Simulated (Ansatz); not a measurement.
A made-up structure of SiNH4S (charge -1), closed shell:

| atom | x (Å) | y (Å) | z (Å) |
| --- | --- | --- | --- |
| N1 | -1.0526 | -0.4054 | -1.2181 |
| Si2 | -0.0973 | 0.4829 | -0.2243 |
| S3 | 1.7787 | -0.4099 | 0.6859 |
| H4 | -1.6865 | -1.0520 | -0.7602 |
| H5 | 0.6066 | 1.6003 | -0.9397 |
| H6 | -0.6771 | 1.1080 | 1.0321 |
| H7 | 0.5463 | -0.7807 | -0.1491 |

It is relaxed with PBE-D4/def2-SVPD and then PBE0-D4/def2-TZVPD (Ansatz 0.2.0). Atoms count as bonded within 1.22 times the sum of their covalent radii (H–H: 0.88 Å). The end point is not checked to be a true minimum.

(1) Does its bonding change? (Judge from chemistry; the calculation decides.)

Answers

(1) Computed: Yes. Formed: none; broken: Si2–H7.

Where it ends: The first stage lowers the energy by 1.77 eV in 14 steps. It ends as SiNH₄S ([NH][SiH2][SH]), total charge -1:
```
7
angstrom
N -1.3081 -0.2029 -1.1978
Si -0.2488 0.5903 -0.2278
S 1.3651 -0.5828 0.8260
H -1.9165 -0.8719 -0.7367
H 0.5306 1.6017 -1.0174
H -0.6673 1.3358 1.0320
H 1.6632 -1.3271 -0.2516
```

Labels in which every atom is bracketed show which atoms are joined, not bond orders.

For scale, one of the runs: PBE0-D4/def2-TZVPD relaxation, 162 basis functions, launched by `ansatz run in.yaml --threads 2 --pin off --events-out ev --progress --plain --max-ram 4352MiB`. The run took about 28 s on 2 CPU threads of an Arm Neoverse V2 (shared host).
